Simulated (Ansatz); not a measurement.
# CS, singlet: the ladder up to RCCSDTQ

Geometry: MP2(full)/6-31G*, from the G2/97 set.

```yaml
atoms:
  - { symbol: C, position_ang: [0.0000, 0.0000, 0.0000] }
  - { symbol: S, position_ang: [0.0000, 0.0000, 1.5447] }
```

Basis cc-pV(D+d)Z; Ansatz 0.2.0. Correlated methods freeze the noble-gas cores, which leaves 10 electrons in 31 orbitals. R marks a restricted (for open shells ROHF) determinant. Active spaces: valence = (10e, 8o) chosen from the atoms' valence shells.

Full CI isn't at hand for all of this; RCCSDTQ serves as the reference, and is uncertain by about the last step of the cluster series.

- UHF ⟨S²⟩: 0.000
- T1 diagnostic (RCCSD): 0.0260
- largest doubles amplitude (RCCSD): 0.100

```tsv
level	E − E(RCCSDTQ) (mEh)	share of correlation (%)	wall time
RHF	280.11	0.00	–
RMP2	34.91	87.54	–
CISD	38.01	86.43	0.64 s
RCCSD	16.69	94.04	–
RCCSD(T)	1.78	99.36	0.39 s
BCCD(T)	1.66	99.41	0.42 s
RCCSDT	1.00	99.64	–
CISDTQ	2.90	98.96	14 s (H100)
RCCSDT(Q)	-0.12	100.04	2.2 s
CASSCF (valence space)	175.26	37.43	–
NEVPT2 (valence space)	36.92	86.82	1.5 s
MRCISD (valence space)	11.85	95.77	–
MRCISD+Q (valence space)	0.05	99.98	2.4 s
```

The correlation energy at RCCSDTQ, counted from RHF, is -7.622 eV. That run took 14 s on 5 threads of AMD EPYC 7R13 with a whole H100 80 GB, shared host.

Times hold each run's SCF and search for its determinant on a shared host, so for small cases they say little of a method's own cost; rows without a card ran on 1 thread of AMD EPYC 7R13.

Natural occupations of CASSCF (valence space) about the gap: 1.996 1.976 1.971 1.940 1.940 0.073 0.073 0.031; effectively unpaired electrons, Σ n²(2−n)², 0.08.

Atomization energy (electronic, same basis, no zero-point term; atoms at the same level, unrestricted beside the R rows where the molecule is a closed shell, with restricted open-shell steps beyond CCSDT(Q)) at RCCSDTQ: 653.0 kJ/mol. Errors of other levels:

```tsv
level	error (kJ/mol)
RHF	-258.4
RMP2	25.0
CISD	-83.4
RCCSD	-35.8
RCCSD(T)	-2.6
BCCD(T)	-2.2
RCCSDT	-2.3
CISDTQ	-7.4
RCCSDT(Q)	0.3
CASSCF (valence space)	-10.2
NEVPT2 (valence space)	12.9
MRCISD (valence space)	-16.3
MRCISD+Q (valence space)	-5.9
```

This basis is far from its limit, so the value isn't to be set against a measured one. Truncated CI isn't size-consistent, which counts against it in atomization.
